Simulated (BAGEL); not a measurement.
**PBE0/cc-pVTZ (density fitting with qzvpp-jkfit) run of BH3O (SMILES BO)**

What is the energy change on altering one bond length of BH3O at PBE0/cc-pVTZ (density fitting with qzvpp-jkfit)? 

Program for the calculation: BAGEL 1.2.2.

### 1 The molecule

BH3O has 5 atoms, charge 0, and is taken as a singlet. As SMILES, `BO`. Geometry: relaxed at PBE0-D4/def2-TZVP.

Bond lengths: B1–O2 1.348 Å, B1–H3 1.196 Å, B1–H4 1.202 Å, O2–H5 0.961 Å. Angles: B1–O2–H5 113.5°, O2–B1–H3 116.8°, O2–B1–H4 120.7°, H3–B1–H4 122.5°.

### 2 The energy at PBE0/cc-pVTZ (density fitting with qzvpp-jkfit)

The input, job.json:

```json
{ "bagel" : [

{
  "title" : "molecule",
  "basis" : "cc-pvtz.json",
  "df_basis" : "qzvpp-jkfit",
  "angstrom" : "true",
  "geometry" : [
    { "atom" : "B", "xyz" : [   -0.226600,   -0.352800,    0.074700 ] },
    { "atom" : "O", "xyz" : [    0.413500,    0.801800,    0.345900 ] },
    { "atom" : "H", "xyz" : [   -0.820300,   -0.865500,    0.977800 ] },
    { "atom" : "H", "xyz" : [   -0.190600,   -0.828900,   -1.028100 ] },
    { "atom" : "H", "xyz" : [    0.874000,    1.171800,   -0.411700 ] }
  ]
},
{ "title" : "ks", "xc_func" : "pbe0" },
{ "title" : "print", "file" : "orbitals.molden", "orbitals" : "true" }

]}
```

The basis set cc-pVTZ is read from a file made from the Basis Set Exchange's data (not shown).

The run is started by

```
$ BAGEL_NUM_THREADS=1 BAGEL job.json > job.out
```

The program printed:

```text
* using 1 threads per process

  ===============================================================
  ===============================================================

  *** Geometry ***

  { "atom" : "B", "xyz" : [     -0.428212,     -0.666695,      0.141163 ] },
  { "atom" : "O", "xyz" : [      0.781402,      1.515182,      0.653656 ] },
  { "atom" : "H", "xyz" : [     -1.550142,     -1.635558,      1.847774 ] },
  { "atom" : "H", "xyz" : [     -0.360182,     -1.566394,     -1.942827 ] },
  { "atom" : "H", "xyz" : [      1.651621,      2.214381,     -0.778000 ] },

  Number of auxiliary basis functions:      206

  Since a DF basis is specified, we compute 2- and 3-index integrals:
    o Being stored without compression. Storage requirement is 0.017 GB

  Number of basis functions:      102
  Number of electrons      :       16

    * METHOD: MOLECULE                             0.11

  *** Kohn-Sham DFT ***

    * Removing 7142 points whose weight is below 1.00e-10
    * Grid points: 67388

  === Nuclear Repulsion ===
    30.4046879546

       - DIIS with orbital gradients will be used.

  === KS iteration (pbe0 / cc-pvtz.json) ===
      0        -79.17581819          0.14830778           0.28
      1        -79.47012352          0.10863573           0.29
      2        -84.72919803          0.14629870           0.27
      3        -96.14865873          0.09754157           0.27
      4       -100.00592600          0.07312504           0.26
      5        -98.50703580          0.08587851           0.27
      6       -100.67778692          0.06206804           0.26
      7        -98.55737558          0.11553564           0.27
      8       -101.78856787          0.01139405           0.27
      9       -101.82064058          0.00356681           0.27
     10       -101.82355318          0.00110369           0.27
     11       -101.82388674          0.00015776           0.27
     12       -101.82389342          0.00000992           0.27
     13       -101.82389346          0.00000328           0.27
     14       -101.82389346          0.00000067           0.27
     15       -101.82389346          0.00000016           0.27
     16       -101.82389346          0.00000012           0.27
     17       -101.82389346          0.00000003           0.27
     18       -101.82389346          0.00000000           0.27
    * SCF iteration converged.

    * Permanent dipole moment:
           (   -0.289687,    -0.219242,     0.504794) a.u.

    * METHOD: KS                                   5.65

    * METHOD: PRINT                                0.03

  ===============================================================
```

It took 6 s on 1 thread of Arm Neoverse N1, shared host; peak memory 0.32 GiB.

### 3 The distorted shape

The input, input.json:

```json
{ "bagel": [

{
  "title": "molecule",
  "basis": "cc-pvtz.json",
  "df_basis": "qzvpp-jkfit",
  "angstrom": "true",
  "geometry": [
    { "atom": "B", "xyz": [   -0.269800,    0.218525,    1.398071 ] },
    { "atom": "O", "xyz": [    0.370300,    1.373125,    1.669271 ] },
    { "atom": "H", "xyz": [   -0.863500,   -0.294175,    2.301171 ] },
    { "atom": "H", "xyz": [   -0.190600,   -0.828900,   -1.028100 ] },
    { "atom": "H", "xyz": [    0.830800,    1.743125,    0.911671 ] }
  ]
},
{
  "title": "ks",
  "xc_func": "pbe0"
},
{
  "title": "print",
  "file": "orbitals.molden",
  "orbitals": "true"
}

]}
```

The basis set cc-pVTZ is read from a file made from the Basis Set Exchange's data (not shown).

The run is started by

```
$ BAGEL_NUM_THREADS=1 BAGEL input.json > input.out
```

The program printed:

```text
* using 1 threads per process

  ===============================================================
  ===============================================================

  *** Geometry ***

  { "atom" : "B", "xyz" : [     -0.509848,      0.412952,      2.641971 ] },
  { "atom" : "O", "xyz" : [      0.699766,      2.594830,      3.154465 ] },
  { "atom" : "H", "xyz" : [     -1.631779,     -0.555910,      4.348583 ] },
  { "atom" : "H", "xyz" : [     -0.360182,     -1.566394,     -1.942827 ] },
  { "atom" : "H", "xyz" : [      1.569984,      3.294029,      1.722809 ] },

  Number of auxiliary basis functions:      206

  Since a DF basis is specified, we compute 2- and 3-index integrals:
    o Being stored without compression. Storage requirement is 0.017 GB

  Number of basis functions:      102
  Number of electrons      :       16

    * METHOD: MOLECULE                             0.11

  *** Kohn-Sham DFT ***

    * Removing 6097 points whose weight is below 1.00e-10
    * Grid points: 68433

  === Nuclear Repulsion ===
    28.3274224643

       - DIIS with orbital gradients will be used.

  === KS iteration (pbe0 / cc-pvtz.json) ===
      0        -78.80809983          0.14937093           0.26
      1        -78.76745404          0.10039709           0.26
      2        -85.23477754          0.14125966           0.27
      3        -96.14945137          0.09304499           0.27
      4        -99.09259687          0.07250296           0.27
      5        -98.78450001          0.06320556           0.27
      6       -100.81259676          0.04012272           0.27
      7       -101.24843764          0.02665142           0.27
      8       -101.65352905          0.00418155           0.26
      9       -101.65166411          0.00446254           0.27
     10       -101.66342740          0.00107199           0.27
     11       -101.66407113          0.00029233           0.26
     12       -101.66411496          0.00008175           0.27
     13       -101.66411688          0.00000406           0.27
     14       -101.66411688          0.00000140           0.26
     15       -101.66411688          0.00000063           0.26
     16       -101.66411688          0.00000030           0.26
     17       -101.66411688          0.00000002           0.26
     18       -101.66411688          0.00000001           0.26
    * SCF iteration converged.

    * Permanent dipole moment:
           (   -0.295245,    -0.742177,    -0.557742) a.u.

    * METHOD: KS                                   5.59

    * METHOD: PRINT                                0.03

  ===============================================================
```

Run time: 6 s. Hardware: 1 thread of Arm Neoverse N1, shared host; peak memory 0.32 GiB.

### 4 Outcome

Level: PBE0/cc-pVTZ (density fitting with qzvpp-jkfit).

```
                                                         quantity          value
                                        first shape: total energy  -101.82389 Eh
                                       first shape: dipole moment         1.58 D
                                         first shape: HOMO energy       -8.84 eV
                                         first shape: LUMO energy       -0.34 eV
                                       first shape: HOMO–LUMO gap        8.50 eV
                                    distorted shape: total energy  -101.66412 Eh
                                   distorted shape: dipole moment         2.48 D
                                     distorted shape: HOMO energy       -6.52 eV
                                     distorted shape: LUMO energy       -2.47 eV
                                   distorted shape: HOMO–LUMO gap        4.05 eV
energy change with the B1–H4 bond stretched from 1.202 to 2.644 Å       4.348 eV
```

In words: With the B1–H4 bond stretched from 1.202 to 2.644 Å the energy rises by 4.35 eV (419 kJ/mol). A restricted reference can't describe the breaking bond well at this length.
